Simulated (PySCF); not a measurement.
Molecule: SMILES CC(CC)(F)F, C4H8F2.

Mapped SMILES: `[CH3:1][CH2:2][C:3]([CH3:4])([F:5])[F:6]`. Each H is labelled by its parent atom.

Geometry PBE0-D3(BJ)/def2-SVP throughout; GIAO in PySCF 2.14.0 with density-fitted response routines, gas phase, one conformer, non-relativistic; equivalent atoms averaged; basis pcSseg-1.

Task: How do the shifts δ (against TMS, CFCl3 at the same level) depend on the functional? (ppm; last column core-seconds on shared hosts with different chips, so compare them loosely)

Result: 
```tsv
functional	kind	C3	C2	C4	C1	F5/F6	H(C4)	H(C2)	H(C1)	core-s
HF	Hartree–Fock	109.2	30.8	25.5	7.6	-94.1	1.56	1.35	1.26	5.4
LDA	LDA	133.4	35.9	26.8	4.7	-141.5	1.47	1.60	1.08	14
PBE	GGA	128.6	35.4	26.7	7.0	-140.7	1.45	1.56	1.11	19
BLYP	GGA	130.1	36.5	27.4	7.7	-140.8	1.46	1.57	1.14	18
BP86	GGA	129.0	35.5	27.0	7.3	-140.9	1.47	1.55	1.12	18
OPBE	GGA	122.4	33.3	25.3	7.9	-136.3	1.45	1.55	1.10	18
KT2	GGA	124.1	34.5	25.8	7.2	-146.5	1.44	1.54	1.11	15
KT3	GGA	121.8	34.2	25.5	8.4	-141.4	1.43	1.55	1.13	15
B97-D	GGA	125.9	35.0	26.6	8.3	-137.3	1.48	1.56	1.16	15
B3LYP	global hybrid	126.1	35.2	27.0	7.5	-126.8	1.49	1.51	1.16	9.1
PBE0	global hybrid	123.8	33.9	26.4	7.0	-123.9	1.48	1.48	1.14	17
mPW1PW91	global hybrid	123.7	33.9	26.5	7.3	-123.7	1.49	1.48	1.15	9.1
WP04	global hybrid	130.0	35.4	27.0	9.9	-123.2	1.53	1.51	1.18	20
B97-2	global hybrid	122.6	33.8	26.2	7.8	-124.5	1.48	1.49	1.16	19
BHandHLYP	global hybrid	120.1	33.6	26.5	7.3	-111.2	1.52	1.45	1.20	19
CAM-B3LYP	range-separated hybrid	125.8	34.7	27.2	6.7	-114.9	1.50	1.49	1.17	25
wB97X-D	range-separated hybrid	123.9	34.1	27.1	7.3	-117.0	1.49	1.45	1.16	24
LC-wPBE	range-separated hybrid	124.8	33.1	27.3	6.6	-102.7	1.51	1.43	1.15	33
```

Task: Which nucleus moves most, in ppm?

Result: F5/F6 (fluorine of a CF2 group): from -146.5 ppm with KT2 to -94.1 ppm with HF. The smallest spread is 0.13 ppm, at H(C4). Proton shifts span only some 12 ppm, so a few tenths of a ppm matter as much there as several ppm in carbon.
